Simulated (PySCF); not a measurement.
Species: 2-butyne, C4H6.
Cartesian coordinates in Å at the PBE0-D3(BJ)/def2-SVP level; atoms count from 1:
```
atom  x, y, z in Å
C1     2.722    0.199    0.353
C2     1.275    0.233    0.212
C3     0.069    0.268    0.095
C4    -1.378    0.302   -0.047
H5     3.209   -0.084   -0.594
H6     3.118    1.183    0.650
H7     3.033   -0.530    1.118
H8    -1.854   -0.515    0.519
H9    -1.679    0.196   -1.101
H10   -1.796    1.251    0.325
```

Level of theory: EOM-IP-CCSD/aug-cc-pVDZ in PySCF, restricted Hartree–Fock reference, frozen core, non-relativistic, gas phase, PBE0-D3(BJ)/def2-SVP geometry.

Hartree–Fock orbital energies give these Koopmans values (eV): HOMO 9.79, HOMO-1 9.79, HOMO-2 15.51, HOMO-3 15.51, HOMO-4 15.98, HOMO-5 15.98, HOMO-6 16.27, HOMO-7 17.81.

What vertical ionisation energies does EOM-IP-CCSD give?

```json
{"leading hole (HF orbital)": "HOMO", "Koopmans (eV)": "9.79", "EOM-IP-CCSD (eV)": "9.68", "change (eV)": "-0.11", "one-hole share": "0.96"}
{"leading hole (HF orbital)": "HOMO-1", "Koopmans (eV)": "9.79", "EOM-IP-CCSD (eV)": "9.68", "change (eV)": "-0.11", "one-hole share": "0.96"}
{"leading hole (HF orbital)": "HOMO-2", "Koopmans (eV)": "15.51", "EOM-IP-CCSD (eV)": "14.55", "change (eV)": "-0.96", "one-hole share": "0.95"}
{"leading hole (HF orbital)": "HOMO-3", "Koopmans (eV)": "15.51", "EOM-IP-CCSD (eV)": "14.55", "change (eV)": "-0.96", "one-hole share": "0.95"}
{"leading hole (HF orbital)": "HOMO-6", "Koopmans (eV)": "16.27", "EOM-IP-CCSD (eV)": "14.65", "change (eV)": "-1.62", "one-hole share": "0.95"}
{"leading hole (HF orbital)": "HOMO-4", "Koopmans (eV)": "15.98", "EOM-IP-CCSD (eV)": "14.94", "change (eV)": "-1.04", "one-hole share": "0.95"}
{"leading hole (HF orbital)": "HOMO-5", "Koopmans (eV)": "15.98", "EOM-IP-CCSD (eV)": "14.94", "change (eV)": "-1.04", "one-hole share": "0.95"}
{"leading hole (HF orbital)": "HOMO-7", "Koopmans (eV)": "17.81", "EOM-IP-CCSD (eV)": "16.02", "change (eV)": "-1.79", "one-hole share": "0.93"}
```

Does the order of the lines follow the orbital energies?

No: the HOMO-6 hole (14.65 eV) falls below the HOMO-4 hole (14.94 eV); the HOMO-6 hole (14.65 eV) falls below the HOMO-5 hole (14.94 eV). The corrections run from -1.79 to -0.11 eV, with a mean of -0.95 eV over the 8 lines; no line lies above its Koopmans value. Koopmans values leave out both the relaxation of the orbitals and the change in correlation energy.

At what kinetic energies would He I light (21.22 eV) eject these electrons?

11.54 eV (HOMO), 11.54 eV (HOMO-1), 6.67 eV (HOMO-2), 6.67 eV (HOMO-3), 6.57 eV (HOMO-6), 6.28 eV (HOMO-4), 6.28 eV (HOMO-5), 5.20 eV (HOMO-7).

Lines less than 0.15 eV apart could change places at a higher level. One root was sought for each valence orbital with −ε under 21 eV, eight at most, so deeper holes and satellites are missing; no vibrational structure.
